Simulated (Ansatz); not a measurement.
## Scan of [OH···H···F], doublet

Starting geometry:

```xyz
4

O    -1.0931   -0.0252    0.0000
H    -1.3424    0.9013    0.0000
H    -0.1336   -0.0252    0.0000
F     0.9989   -0.0252    0.0000
```

From there H3 is moved from one fragment to the other while all else, the fragments' distance too, stays fixed; atoms are numbered as listed. Energies are in kcal/mol, counted from the starting geometry at the same level. Kohn–Sham curves are unrestricted where that lies lower.

Basis cc-pVDZ; Ansatz 0.2.0. Only valence electrons are correlated (noble-gas cores frozen). R marks a restricted (for open shells ROHF) determinant, U an unrestricted one.

Coupled cluster chose its determinant by trial CCSD, here up to 0.45 eV above the lowest Hartree–Fock solution of its kind, and MP2 stands on that determinant too. A value is left out where its run failed or describes another state than the reference as far as symmetry and spin tell, or, spin-broken singlets apart, can't be checked. The reference follows the lowest state, whose symmetry changes from A' to A'' between 1.159 and 1.192.

Full CI isn't at hand for all of this; UCCSDT(Q) serves as the reference, and is uncertain by about the last step of the cluster series. The frozen core follows each run's orbitals, which can shift R against U totals by a few meV.

```csv
distance O1-H3 (Å),UCCSDT(Q),curve A,curve B,curve C,curve D
0.892,6.0,5.5,7.4,5.4,6.0
0.960,0.0,0.0,0.0,0.0,0.0
0.993,-2.0,-4.2,-2.2,-1.8,-3.0
1.026,-3.9,-9.3,-3.8,-3.6,-5.9
1.059,-5.8,-8.6,-5.0,-5.7,-7.8
1.092,-7.6,-10.1,-5.8,-7.8,-9.4
1.126,-9.2,-11.8,-6.2,-9.7,-11.0
1.159,-10.1,-13.1,-5.8,-10.9,-12.1
1.192,-10.6,-14.6,–,-12.0,-13.4
```

(1) The curves come from PBE0, RCCSD, RMP2, UMP2. Compare each with UCCSDT(Q) and say which is which.

In so small a basis the reference is far from its limit while semilocal and hybrid functionals are nearer theirs, so the functionals' errors here hold much of the reference's basis and frozen-core error, which can add to them or hide them.

Answers

(1) A: RMP2, B: PBE0, C: RCCSD, D: UMP2. Spread of the error against UCCSDT(Q), over the points where both stand: A 5.4, B 4.4, C 1.7, D 2.9 kcal/mol.
